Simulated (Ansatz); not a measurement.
**[Dy(H2O)6]3+ (DyH₁₂O₆ (+3)): structure and electronic state**

What does [Dy(H2O)6]3+ (DyH₁₂O₆ (+3)) look like as a sextet, and where do its frontier electrons sit?

The runs use Ansatz 0.2.0, Gaussian basis; UKS PBE0-D4/def2-TZVP.

Levels to be run: relaxation at PBE-D4/def2-SVP; a search for the lowest solution at PBE-D4/def2-SVP; a single point at PBE0-D4/def2-TZVP.

### 1 Where the work starts

19 atoms, charge 3, spin multiplicity 6.

Atoms are counted from 1 here; the program's logs count them from 0.

Bond lengths: Dy1–O2 2.345 Å, Dy1–O5 2.345 Å, Dy1–O8 2.344 Å, Dy1–O11 2.345 Å, Dy1–O14 2.345 Å, Dy1–O17 2.345 Å, O2–H3 0.980 Å, O2–H4 0.980 Å, O5–H6 0.980 Å, O5–H7 0.980 Å, O8–H9 0.980 Å, O8–H10 0.980 Å, O11–H12 0.980 Å, O11–H13 0.980 Å, O14–H15 0.980 Å, O14–H16 0.980 Å, O17–H18 0.980 Å, O17–H19 0.980 Å. Angles: O2–Dy1–O5 179.9°, O2–Dy1–O8 89.8°, O2–Dy1–O11 90.2°, O2–Dy1–O14 90.0°, O2–Dy1–O17 89.7°, O5–Dy1–O8 90.2°, O5–Dy1–O11 89.7°, O5–Dy1–O14 89.9°, O5–Dy1–O17 90.4°, O8–Dy1–O11 180.0°, O8–Dy1–O14 89.8°, O8–Dy1–O17 90.4°, O11–Dy1–O14 90.2°, O11–Dy1–O17 89.7°, O14–Dy1–O17 179.6°, Dy1–O2–H3 129.0°, Dy1–O2–H4 128.9°, H3–O2–H4 102.1° and more.

Dy takes a core potential in the def2 sets. No spin-orbit coupling is included. The ion is computed in the gas phase, without counter-ions or solvent.

The start is a GFN2-xTB geometry.

### 2 Optimising with PBE-D4/def2-SVP

in.yaml

```yaml
crystal:
  periodic: [false, false, false]
  atoms:
    - {symbol: Dy, position_ang: [0.001930, -0.000520, -0.002210]}
    - {symbol: O, position_ang: [0.173650, 0.187520, 2.328420]}
    - {symbol: H, position_ang: [0.152720, 0.993310, 2.885320]}
    - {symbol: H, position_ang: [0.283910, -0.521240, 2.995820]}
    - {symbol: O, position_ang: [-0.173070, -0.186090, -2.332900]}
    - {symbol: H, position_ang: [-0.268360, 0.523410, -3.002280]}
    - {symbol: H, position_ang: [-0.169510, -0.993480, -2.888140]}
    - {symbol: O, position_ang: [2.332830, 0.174890, -0.181910]}
    - {symbol: H, position_ang: [2.998620, 0.293050, 0.527320]}
    - {symbol: H, position_ang: [2.891460, 0.148200, -0.986550]}
    - {symbol: O, position_ang: [-2.329390, -0.175360, 0.176220]}
    - {symbol: H, position_ang: [-2.887960, -0.166850, 0.981220]}
    - {symbol: H, position_ang: [-2.996140, -0.275090, -0.535180]}
    - {symbol: O, position_ang: [-0.179390, 2.331060, -0.176360]}
    - {symbol: H, position_ang: [-0.986110, 2.887170, -0.177010]}
    - {symbol: H, position_ang: [0.531490, 2.999250, -0.268040]}
    - {symbol: O, position_ang: [0.177360, -2.331420, 0.185910]}
    - {symbol: H, position_ang: [-0.535010, -2.995490, 0.294630]}
    - {symbol: H, position_ang: [0.980970, -2.892320, 0.175710]}
basis:
  gaussian: {orbitals: def2-SVP}
total_charge: 3
magnetization: {spin_polarized: true, initial_magnetization: 5}
hamiltonian: {xc: pbe, dispersion: d4}
scf: {lower_state_search: "off"}
output: {orbitals: {seedname: orbitals}}
relax: {f_tol: 0.03, max_steps: 70}
```

Command:

```console
$ ansatz run in.yaml --threads 4 --pin off --events-out ev --progress --plain --max-ram 9574MiB
```

Further steps of the session: Searching for the lowest solution, PBE-D4/def2-SVP; Single point, PBE0-D4/def2-TZVP.

Q: Predict the results of all the runs planned. Wanted: near neighbours of the metal; HOMO, LUMO at PBE0-D4/def2-TZVP; ⟨S²⟩; charge on the metal; spin on the metal.

As calculated:

| quantity | value |
| --- | --- |
| near neighbours of the metal | O 2.33, O 2.33, O 2.33, O 2.33, O 2.33, O 2.33 Å |
| HOMO, LUMO at PBE0-D4/def2-TZVP (over both spins) | -22.76, -15.19 eV |
| ⟨S²⟩ | 8.755 |
| charge on the metal (Mulliken, PBE0-D4/def2-TZVP) | +1.93 e |
| spin on the metal (Mulliken) | 5.00 |

What this shows: The molecule keeps its bonding pattern by the stored test; the atoms moved 0.04 Å (rms). Of 5 unpaired electrons, 5.00 sit on the metal by Mulliken's count. No usable vibrations, so a minimum isn't proven. Whether this spin is the lowest isn't tested here.
